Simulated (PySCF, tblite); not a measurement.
Isomers of C3H9P, one GFN2-xTB conformer each. Single-point energies are computed at PBE0/pcSseg-1 (PySCF, gas phase, no added dispersion term), electronic only.

Question: Rank them by PBE0/pcSseg-1 energy, lowest first (kJ/mol).
A. `[CH3:1][CH2:2][PH:3][CH3:4]` with C1–C2–P3–C4 -169°
B. `CP(C)C`

Answer: B (0.0), A (24.2).

GFN2-xTB itself gives, in the same order: 0.0, 8.8. Both levels put the same isomer lowest.

Q: Which frontier levels, dipoles and rotational constants go with these structures?

A: 
| SMILES | HOMO (eV, PBE0/pcSseg-1) | LUMO (eV) | dipole (D) | A, B, C (MHz) |
| --- | --- | --- | --- | --- |
| CP(C)C | -6.48 | 1.40 | 1.25 | 5796, 5790, 3780 |
| CCPC | -6.77 | 0.91 | 1.33 | 14192, 3051, 2696 |

Q: What happens when harmonic zero-point energies from GFN2-xTB frequencies are added?

A: 
| SMILES | ZPE (kJ/mol) | electronic (kJ/mol) | with ZPE (kJ/mol) |
| --- | --- | --- | --- |
| CP(C)C | 290.3 | 0.0 | 0.0 |
| CCPC | 290.1 | 24.2 | 24.1 |

The zero-point energies span 0.2 kJ/mol. The order is unchanged.
